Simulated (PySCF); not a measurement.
PySCF job for CH2O, SMILES C=O (connectivity only; charge and spin as stated), charge +1, multiplicity 2, PBE/pcH-1. Coordinates come from a B3LYP-D3(BJ)/def2-TZVPD optimisation. The multiplicity is an assumed one; other spin states were not compared.

```python
import numpy as np
from pyscf import gto, scf, dft
from pyscf.prop.hfc import uks as hfc
from pyscf.prop.gtensor import uks as gtensor

mol = gto.M(
    atom='''
    C     0.00000000    0.00000000   -0.52294191
    O     0.00000000    0.00000000    0.66382020
    H     0.00000000    0.96798931   -1.08645510
    H     0.00000000   -0.96798931   -1.08645510
    ''',
    basis='pcH-1',
    charge=1,
    spin=1,
    max_memory=1600,
    verbose=3,
)
mf = dft.UKS(mol, xc='pbe')
mf.grids.level = 3
mf.conv_tol = 1e-10
mf.max_cycle = 100
mf.kernel()
fine, coarse = mf.grids, dft.Grids(mol).set(level=1).build(with_non0tab=True)
for _ in range(3):  # follow internal instabilities
    mf.grids = coarse
    mo, _, stable, _ = mf.stability(return_status=True, nroots=4)
    mf.grids = fine
    if stable:
        break
    mf.kernel(mf.make_rdm1(mo, mf.mo_occ))
A = hfc.HFC(mf).make_fcdip(mf.make_rdm1())  # Fermi contact and dipolar terms, MHz
print('atom   A(iso)/MHz   principal dipolar parts/MHz')
for i, a in enumerate(A):
    w = np.linalg.eigvalsh((a + a.T) / 2)
    print(f'{mol.atom_symbol(i):2s}{i + 1:3d} {w.mean():12.2f}', (w - w.mean()).round(2))
gt = gtensor.GTensor(mf)
gt.dia_soc2e, gt.para_soc2e, gt.so_eff_charge = None, None, True
gt.max_cycle_cphf = 60
g = gt.kernel()
```

It prints:

```

WARN: HOMO -0.315206168123929 >= LUMO -0.315206168123918

converged SCF energy = -113.985913787627  <S^2> = 0.75481509  2S+1 = 2.0048093
<class 'pyscf.dft.uks.UKS'> wavefunction is stable in the internal stability analysis
atom   A(iso)/MHz   principal dipolar parts/MHz
C   1       -85.80 [-23.2    5.11  18.08]
O   2       -24.25 [-235.68  107.81  127.87]
H   3       385.73 [-11.34  -8.26  19.6 ]
H   4       385.73 [-11.34  -8.26  19.6 ]
SOC(1e)/OZ [ 0.0056248   0.00024245 -0.00097999]
free electron g 2.00231930436182
g-tensor total [2.00774349 2.00234624 2.0011856 ]
g-shift (ppt) [ 5.4241845   0.02693531 -1.13370442]
```

Self-consistency was reached.

Cost: roughly 5 core-seconds.
